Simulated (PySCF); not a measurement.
# The bond of SiB, level by level

One table from this session's results is given with a row withheld; the runs are named, their logs left out.

Computed with PySCF 2.14.0. Level: Si def2-TZVPP, B def2-TZVPP, no relativity.

The first run:

The job is set up so:

```json
{
  "atoms": "Si, B",
  "charge": "0",
  "basis": "Si def2-TZVPP, B def2-TZVPP",
  "Hamiltonian": "no relativity",
  "basis functions": "73",
  "electrons treated": "19",
  "masses in u": "27.9769, 11.0093",
  "levels": "PBE0, PBE, r²SCAN, PBEsol, r²SCAN0, B97-3, M06, ωB97X, HF, MP2, SCS-MP2, CCSD, CCSD(T)",
  "grid": "80 radial by 434 angular points",
  "occupations": "held fixed by the projection of orbital angular momentum",
  "dissociation limit": "Si + B, each in its ground configuration",
  "starting distance in angstrom": "1.930",
  "values of 2S to try": "1, 3"
}
```

Started as:

```sh
> OMP_NUM_THREADS=1 python dia.py task.json out
```

Among the steps run: The job; PBE0 along the bond; Excited determinants; PBE (GGA); r²SCAN (meta-GGA); PBEsol (GGA); r²SCAN0 (hybrid meta-GGA); B97-3 (global hybrid GGA); M06 (hybrid meta-GGA); ωB97X; UHF (mean field); Correlated methods on the Hartree–Fock reference.

One of the session's tables, all rows but one given; the rest of the session is left out.

It belongs to the step «The curves together». Energy (eV) from each level's lowest point:

| R (Å) | UHF | UHF-MP2 | UHF-SCS-MP2 | UHF-CCSD | UHF-CCSD(T) |
| --- | --- | --- | --- | --- | --- |
| 1.643 | 0.760 | 0.909 | 0.891 | n/a | n/a |
| 1.719 | 0.288 | 0.401 | 0.389 | 0.409 | 0.450 |
| 1.795 | 0.056 | 0.122 | 0.116 | 0.127 | 0.152 |
| 1.853 | 0.000 | 0.025 | 0.022 | 0.027 | 0.040 |
| 1.910 | 0.020 | 0.000 | 0.000 | 0.000 | 0.000 |
| 1.967 | ? | ? | ? | ? | ? |
| 2.044 | 0.256 | 0.138 | 0.138 | 0.126 | 0.099 |
| 2.139 | 0.503 | 0.354 | 0.344 | 0.312 | 0.271 |
| 2.254 | 0.803 | 0.694 | 0.657 | 0.583 | 0.535 |
| 2.407 | 1.160 | 1.187 | 1.101 | n/a | n/a |

Estimate the missing values for R (Å) = 1.967.

Worked estimate for «UHF». A straight line through the neighbours (1.910, 0.020) and (2.044, 0.256) gives 0.020 + (0.256 − 0.020) × (1.967 − 1.910) / (2.044 − 1.910) = 0.120; a parabola fitted to 4 rows on both sides gives 0.102.

As computed: UHF: 0.096; UHF-MP2: 0.031; UHF-SCS-MP2: 0.032; UHF-CCSD: 0.028; UHF-CCSD(T): 0.015. In «UHF» the line misses by +0.024 and the parabola by +0.006.
